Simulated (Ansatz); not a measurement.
Other spins and charges of HOB, singlet at one geometry

Geometry (PBE0/def2-TZVP stationary point for this spin, not checked as a minimum):

```xyz
3

B     0.0000    0.0000    1.1655
O     0.0000    0.0000   -0.1066
H     0.0000    0.0000   -1.0588
```

Basis cc-pVDZ; Ansatz 0.2.0. Only valence electrons are correlated (noble-gas cores frozen). R marks a restricted (for open shells ROHF) determinant, U an unrestricted one. Active spaces: valence = (10e, 9o) chosen from the atoms' valence shells.

Gaps are energies of the second state less the first, at fixed atoms, for a selection of the levels run; each method lands on the state that its own search finds for that charge and spin.

Triplet less singlet: 3.895 eV at UCCSDT(Q).

```csv
level,gap (eV),error (meV)
RHF,2.940,-955
UMP2,3.625,-270
CISD,3.649,-246
UCCSD,3.836,-59
BCCD(T),3.893,-2
RCCSDT(Q),3.897,2
NEVPT2 (valence space),3.485,-410
MRCISD (valence space),3.778,-117
r2SCAN,3.373,-522
RPA-PBE,3.926,31
```

Removing an electron, to the doublet: 9.351 eV at UCCSDT(Q).

| level | gap (eV) | error (meV) |
| --- | --- | --- |
| RHF | 8.453 | -898 |
| UHF | 8.414 | -937 |
| RMP2 | 9.074 | -277 |
| UMP2 | 9.053 | -298 |
| CISD | 9.163 | -188 |
| RCCSD | 9.350 | -1 |
| UCCSD | 9.351 | 0 |
| RCCSD(T) | 9.353 | 2 |
| UCCSD(T) | 9.354 | 3 |
| BCCD(T) | 9.357 | 6 |
| RCCSDT | 9.349 | -2 |
| UCCSDT | 9.349 | -2 |
| RCCSDT(Q) | 9.356 | 5 |
| CASSCF (valence space) | 8.246 | -1105 |
| NEVPT2 (valence space) | 8.808 | -543 |
| MRCISD (valence space) | 9.166 | -185 |
| MRCISD+Q (valence space) | 9.282 | -69 |
| PBE | 9.373 | 22 |
| r2SCAN | 9.268 | -83 |
| PBE0 | 9.403 | 52 |
| B3LYP | 9.546 | 195 |
| wB97M-V | 9.597 | 246 |
| B2PLYP | 9.348 | -3 |
| RPA-PBE | 9.584 | 233 |

In so small a basis the reference is far from its limit while semilocal and hybrid functionals are nearer theirs (RPA and double hybrids share part of the reference's basis error), so the functionals' errors here hold much of the reference's basis and frozen-core error, which can add to them or hide them.

Full CI isn't at hand for all of this; UCCSDT(Q) serves as the reference, and is uncertain by the last step of the cluster series or more. The frozen core follows each run's orbitals, which can shift R against U totals by a few meV.
